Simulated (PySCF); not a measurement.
Species: C4H6NO (doublet state).
Atom-mapped SMILES: `[CH3:1][C@H:2]1[CH:3][O:4][N:5]=[CH:6]1` (hydrogens: H7, H8, H9 on C1; H10 on C2; H11 on C3; H12 on C6)

Computed, not measured: PySCF 2.14.0, UKS B3LYP, pcH-1 on C H N O, non-relativistic, mean-field spin-orbit, GIAO. Isolated species at its GFN2-xTB geometry, gas phase. A GFN2-xTB geometry isn't a minimum of the functional, and hyperfine couplings can be far from their values at a DFT geometry. No stability test was run, so a lower SCF solution isn't excluded.

(1) The isotropic 13C couplings are +109.4, +84.7, -39.4, +11.7 MHz. Assign them to C1; C2; C3; C6.

(2) Match the computed a_iso(1H) values +148.2, -60.8, -8.8, -1.6 MHz (means over equivalent nuclei) with the sites H7/H8/H9; H10; H11; H12.

Answers

(1) 
| site | a_iso (MHz) | ρ(0) (bohr⁻³) | position | distance from C3 (Å) | spin population | largest \|T\| (MHz) |
| --- | --- | --- | --- | --- | --- | --- |
| C1 | +109.4 | +0.0973 | 2 bonds from C3 | 2.55 | +0.05 | 12.0 |
| C2 | -39.4 | -0.0350 | 1 bond from C3 | 1.48 | -0.08 | 1.8 |
| C3 | +84.7 | +0.0753 | largest spin population | 0.00 | +0.85 | 146.0 |
| C6 | +11.7 | +0.0104 | 2 bonds from C3 | 2.23 | +0.11 | 16.8 |

(2) 
```
    site  a_iso (MHz)  ρ(0) (bohr⁻³)                                            position  distance from C3 (Å)  bound to  spin population there  largest |T| (MHz)
H7/H8/H9         -1.6        -0.0004                                  γ, 3 bonds from C3                  3.04        C1                  +0.05                6.7
     H10       +148.2        +0.0332                                  β, 2 bonds from C3                  2.17        C2                  -0.08                7.6
     H11        -60.8        -0.0136                                   α, 1 bond from C3                  1.07        C3                  +0.85               35.1
     H12         -8.8        -0.0020  γ, 3 bonds from C3, on C6 of spin population +0.11                  3.29        C6                  +0.11                7.2
```

ρ(0) is the spin density at the nucleus and T the dipolar tensor; entries for several nuclei are means. Largest spin populations (Mulliken): C3 (+0.85), C6 (+0.11), O4 (+0.08) and C2 (-0.08). No atom but C3 exceeds +0.15. The positive populations add up to 1.17 and the negative ones to -0.17, together 2S = 1. The angles at C3 add up to 359.8°, so it is planar; its axial dipolar tensor and the negative coupling of its proton fit spin in a p orbital normal to that plane.

Means are taken over nuclei equivalent by connectivity, which assumes that they swap fast. The three 1H nuclei of mean -1.6 MHz run from -5.1 to 4.9 MHz in the frozen geometry.
